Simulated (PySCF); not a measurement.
Species: ClH.
InChI=1S/ClH/h1H

Computed, not measured: B3LYP/def2-TZVP geometry optimisation, gas phase (PySCF 2.14.0).

Take the most abundant isotopes and a rigid rotor. 

Task: What are the moment of inertia and the rotational constant?

Result: I = 1.610 u·Å², B = 505379 MHz·u·Å²/I = 313882 MHz (10.4700 cm⁻¹, or 15.064 K as hB/k). For two atoms I = μr² with μ = 0.9796 u and r = 1.2820 Å.

Task: List the first levels of a rigid rotor in a Σ state.

Result: E(J) = BJ(J+1): J = 1: 20.940, J = 2: 62.820, J = 3: 125.640, J = 4: 209.400, J = 5: 314.100, J = 6: 439.739 cm⁻¹.

Task: Where do the first rotational lines fall?

Result: The dipole is 1.24 D; J+1 ← J lies at 2B(J+1): 1 ← 0 at 627.76 GHz, 2 ← 1 at 1255.53 GHz, 3 ← 2 at 1883.29 GHz, 4 ← 3 at 2511.06 GHz, 5 ← 4 at 3138.82 GHz, 6 ← 5 at 3766.59 GHz.

Task: Estimate the classical rotational partition function at 100 K.

Result: Point group C∞v, symmetry number σ = 1; q = kT/(σhB), k/h = 20836.6 MHz/K: 6.6 at 100 K.

Stationary, but not proved a minimum. Zero-point vibration and centrifugal distortion are left out.
